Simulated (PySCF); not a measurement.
Cl₄Si, SMILES [Si](Cl)(Cl)(Cl)Cl (connectivity only; charge and spin as stated), charge -1, multiplicity 2. The structure is a stationary point at PBE0-D3(BJ)/def2-SVPD. The spin state was assumed, not searched. The isomer is the one that the SMILES or the coordinates give; other isomers of the formula were not compared.

All values below come from PBE0-D3(BJ)/def2-SVPD (PySCF).

Harmonic wavenumbers (cm⁻¹): 93, 119, 145, 180, 198, 260, 375, 459, 482. Rotational constants (GHz): 1.586, 1.074, 0.9221; symmetry number 2.

Work out the zero-point energy and the ideal-gas rigid-rotor harmonic-oscillator thermochemistry at 298.15 K and 1 atm.

ZPE = ½ Σ hcν = ½ × 2311 cm⁻¹ = 3.30 kcal/mol. H − E(el) = 8.53 kcal/mol. Entropy in cal/(mol K): translation 41.30, rotation 28.33, vibration 18.12, spin 1.38, total 89.12. G − E(el) = -18.04 kcal/mol. Cp = 23.35 cal/(mol K). Modes under 150 cm⁻¹ make the vibrational entropy uncertain.
